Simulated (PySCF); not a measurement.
Compound: C3H9PS.
Bonds: C1–P2, P2–C3, P2–C4, P2–S5 (double). Hydrogens: H6, H7, H8 on C1; H9, H10, H11 on C3; H12, H13, H14 on C4.

Computed by this run: PBE0-D3(BJ)/def2-SVP geometry optimisation, gas phase (PySCF 2.14.0); density fitting, grid level 1; the optimiser is geomeTRIC in internal coordinates, started from a GFN2-xTB structure with every atom displaced at random (about 0.01 Å).

Step 0: E = -23363.6152 eV
```
atom  x, y, z in Å  |  force x, y, z in eV/Å
C1     -0.2070    1.5369   -0.5612    0.079   0.846   0.038
P2      0.2317    0.1595    0.5241    0.226  -0.408  -0.511
C3      1.3162   -0.8708   -0.5307    0.657   0.239   1.483
C4     -1.2764   -0.8307    0.6469   -1.393   1.545   0.566
S5      1.0012    0.6767    2.2192    0.179   0.135   0.376
H6     -0.6458    1.2263   -1.5114   -0.080  -0.233  -0.254
H7     -0.9315    2.1851   -0.0415    0.062  -0.064   0.034
H8      0.6926    2.1563   -0.7637   -0.229  -0.295   0.130
H9      1.5915   -1.7656    0.0528   -0.098   0.030  -0.121
H10     0.8574   -1.1393   -1.4531   -0.578  -0.341  -1.119
H11     2.2434   -0.3138   -0.7048    0.088   0.107  -0.094
H12    -1.6909   -1.0847   -0.3227   -0.072  -0.203  -0.567
H13    -2.0675   -0.2171    1.1898    0.878  -0.584  -0.456
H14    -1.1068   -1.7161    1.2281    0.281  -0.776   0.496
```

Step 1: E = -23363.6378 eV
```
atom  x, y, z in Å  |  force x, y, z in eV/Å
C1     -0.2416    1.5249   -0.5785   -0.053  -0.198  -0.020
P2      0.2136    0.1116    0.4874   -0.135   0.117  -0.042
C3      1.3770   -0.8603   -0.5184   -0.120   0.063  -0.340
C4     -1.3506   -0.8167    0.6549    0.781  -0.369  -0.185
S5      0.9320    0.6376    2.2209    0.090   0.006   0.051
H6     -0.7023    1.1925   -1.5230   -0.010   0.018   0.046
H7     -0.9252    2.1950   -0.0316    0.102  -0.109  -0.037
H8      0.6863    2.0601   -0.7973    0.121   0.231  -0.041
H9      1.6349   -1.7699    0.0337    0.056  -0.113   0.069
H10     0.9858   -1.1221   -1.5213    0.006   0.059   0.242
H11     2.2847   -0.2484   -0.6294    0.011  -0.066   0.013
H12    -1.8445   -1.0150   -0.3110   -0.038   0.070   0.152
H13    -1.8997   -0.1227    1.2892   -0.617  -0.100   0.205
H14    -1.1422   -1.7639    1.1961   -0.194   0.390  -0.113
```

Step 2: E = -23363.6959 eV
```
atom  x, y, z in Å  |  force x, y, z in eV/Å
C1     -0.2218    1.5382   -0.5844    0.081  -0.067  -0.040
P2      0.2186    0.1343    0.4961   -0.082   0.082   0.100
C3      1.3604   -0.8588   -0.5144   -0.053  -0.079  -0.060
C4     -1.3335   -0.8205    0.6572    0.204   0.153   0.006
S5      0.9589    0.6606    2.2224    0.026   0.004  -0.009
H6     -0.6880    1.2030   -1.5237   -0.010   0.001   0.009
H7     -0.9047    2.2004   -0.0363   -0.025   0.014   0.014
H8      0.6998    2.0960   -0.8088   -0.041   0.009   0.030
H9      1.6141   -1.7722    0.0421    0.006   0.003  -0.007
H10     0.9410   -1.1197   -1.4990   -0.020  -0.001   0.036
H11     2.2790   -0.2694   -0.6465    0.001  -0.013   0.007
H12    -1.8074   -1.0325   -0.3115   -0.032   0.006  -0.031
H13    -1.9868   -0.1984    1.2892   -0.062  -0.128  -0.078
H14    -1.1214   -1.7583    1.1892    0.005   0.016   0.024
```

Task: Estimate the geometry and energy of step 3. (The exact step hangs on the optimiser's Hessian estimate; all steps are aligned on step 2, rigid shifts and turns removed.)

Result: E = -23363.7073 eV, largest force 0.086 eV/Å
```
atom  x, y, z in Å  |  force x, y, z in eV/Å
C1     -0.2173    1.5499   -0.5814    0.026   0.006  -0.006
P2      0.2242    0.1548    0.5060    0.006   0.012   0.085
C3      1.3405   -0.8669   -0.5070    0.010  -0.018   0.012
C4     -1.3111   -0.8173    0.6496   -0.036   0.066  -0.007
S5      0.9773    0.6831    2.2264   -0.007   0.000  -0.042
H6     -0.6843    1.2098   -1.5182    0.003  -0.004   0.000
H7     -0.9056    2.2079   -0.0338   -0.020   0.007   0.002
H8      0.6971    2.1188   -0.8048   -0.015  -0.007   0.015
H9      1.5866   -1.7795    0.0548   -0.011   0.016  -0.002
H10     0.8973   -1.1304   -1.4785   -0.017  -0.008  -0.022
H11     2.2683   -0.2976   -0.6585    0.011  -0.008  -0.017
H12    -1.7625   -1.0396   -0.3287    0.021  -0.016  -0.025
H13    -2.0165   -0.2400    1.2643   -0.002   0.007  -0.019
H14    -1.0858   -1.7502    1.1815    0.030  -0.055   0.025
```

The energy changes by -0.0114 eV. The first-order estimate −F·Δx gives -0.0191 eV and the mean of the old and new forces, exact on a quadratic surface, -0.0113 eV. The step makes an angle of 66° with the force vector and moves no atom by more than 0.057 Å.

The cost below is that of the whole optimisation. On one thread, Arm Neoverse V1 (aarch64), shared host, this took 57 s wall and 0.51 GiB of memory at its peak.
